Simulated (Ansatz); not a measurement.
Input file:

```yaml
crystal:
  periodic: [false, false, false]
  atoms:
    - {symbol: Si, position_ang: [0.000000, -0.064693, 0.000000]}
    - {symbol: H, position_ang: [0.000000, 0.901315, -1.629926]}
    - {symbol: H, position_ang: [0.000000, 0.901313, 1.629927]}
basis:
  gaussian: {orbitals: cc-pVDZ}
magnetization: {spin_polarized: false, initial_magnetization: 2}
correlation: {method: ccsd_t, electrons: outside_noble_gas}
```

```sh
$ ansatz run in.yaml --threads 1 --pin off --events-out ev --progress --plain --max-ram 2393MiB
```

Log:

```
273 factors; integrals over basis functions are off by at most 1.2e-3 eV
mean field evaluation 1: about -7889.0734 eV, gradient 6.1e0 eV
mean field evaluation 2: about -7889.0742 eV, gradient 6.1e0 eV
mean field evaluation 4: about -7889.6412 eV, gradient 1.0e0 eV
mean field evaluation 8: about -7889.6726 eV, gradient 1.7e-4 eV
mean field evaluation 16: about -7889.6717 eV, gradient 7.7e-2 eV
mean field evaluation 32: about -7886.1577 eV, gradient 1.3e-1 eV
mean field -7889.67263709 eV, -289.9401216010 hartree, gradient 1.6e-6 eV, S^2 2.000000; 1 other end points of the search recorded, 0 dependent functions left out
mean field evaluation 64: about -7889.7767 eV, gradient 2.9e-4 eV
determinant -7889.67263709 eV, -289.9401216010 hartree, with singles and doubles -7892.60283504 eV, -290.0478043893 hartree
determinant -7886.69558190 eV, -289.8307168405 hartree, with singles and doubles -7890.03888015 eV, -289.9535807852 hartree
5 core orbitals not correlated: weight in the atoms' cores, before any rotation towards them, 1.000 or more for the frozen orbitals, at most 0.000 for the correlated occupied ones
reference -7889.67263709 eV, -289.9401216010 hartree; 4, 2 occupied and 19, 21 virtual orbitals, 273 factors
second order -2.11964144 eV of doubles, -0.04580778 eV of singles
cycle   1  -2.93028289 eV  change   -8.5e-5 eV  update   6.2e-4
cycle   2  -2.93035852 eV  change   -7.6e-5 eV  update   4.1e-4
cycle   3  -2.93036294 eV  change   -4.4e-6 eV  update   1.5e-4
cycle   4  -2.93036943 eV  change   -6.5e-6 eV  update   7.6e-5
cycle   5  -2.93043877 eV  change   -6.9e-5 eV  update   2.3e-5
cycle   6  -2.93045580 eV  change   -1.7e-5 eV  update   6.7e-6
cycle   7  -2.93045411 eV  change    1.7e-6 eV  update   3.3e-6
perturbative correction -0.09061372 eV, -0.0033299927 hartree
Total energy: -7892.69370492 eV, -290.0511437960 hartree
```

For the same geometry and basis full CI lies 38.6 meV lower.

Ran on 1 thread of Arm Neoverse V2, shared host: 0.39 s wall, 0.07 GiB peak host memory.
